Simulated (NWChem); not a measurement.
System: methanethiol (CH$_{4}$S); SMILES CS

Program: NWChem. Pople sets run with spherical d functions. STO-3G and 3-21G are far too small for this property and stand as cheap habits. Coordinates come from a PBE0/def2-SVP optimisation. Field at 589 nm.

```json
[
 {"level": "B3LYP/STO-3G", "isotropic polarisability (bohr³)": "12.1", "anisotropy (bohr³)": "9.6", "relative time": "1"},
 {"level": "B3LYP/6-31G*", "isotropic polarisability (bohr³)": "26.9", "anisotropy (bohr³)": "10.5", "relative time": "4"},
 {"level": "B3LYP/def2-SVP", "isotropic polarisability (bohr³)": "26.8", "anisotropy (bohr³)": "11.8", "relative time": "4"},
 {"level": "B3LYP/def2-SVPD", "isotropic polarisability (bohr³)": "38.0", "anisotropy (bohr³)": "9.1", "relative time": "10"},
 {"level": "B3LYP/aug-cc-pVDZ", "isotropic polarisability (bohr³)": "37.9", "anisotropy (bohr³)": "10.1", "relative time": "20"},
 {"level": "B3LYP/def2-TZVPD", "isotropic polarisability (bohr³)": "38.8", "anisotropy (bohr³)": "9.6", "relative time": "40"}
]
```

The last column is a rough cost ratio, cheapest run = 1.
